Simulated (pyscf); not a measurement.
`[F][N]([F])[F]` + `[F][SiH2][F]` -> `[F][SiH2][F]` + `[F][N]([F])[F]` (four-centre exchange; singlet surface; F–N, F–Si broken, F–Si, F–N formed). Structures and frequencies: ωB97X-D3(BJ)/def2-SVP in PySCF. Energies in kJ/mol from the separated reactants.

| level | barrier | reaction energy |
|---|---|---|
| ωB97X-D3(BJ)/def2-TZVP | (withheld) | 0.0 |
| PBE/def2-TZVP | 194.2 | 0.0 |
| B3LYP-D3(BJ)/def2-TZVP | 238.5 | 0.0 |
| PBE0-D3(BJ)/def2-TZVP | 252.8 | 0.0 |
| M06-2X/def2-TZVP | 284.6 | 0.0 |
| HF/def2-TZVP | (withheld) | 0.0 |

**Question.** Complete the blanks.

**Answer.** 
- ωB97X-D3(BJ)/def2-TZVP, barrier: 271.4
- HF/def2-TZVP, barrier: 365.3

The functionals in the table span 90.5 kJ/mol in this barrier, from PBE to M06-2X. This is the saddle that the search found; another between the same sides may lie lower. One closed-shell reference is unstable to symmetry breaking; treat the single-reference values with care.
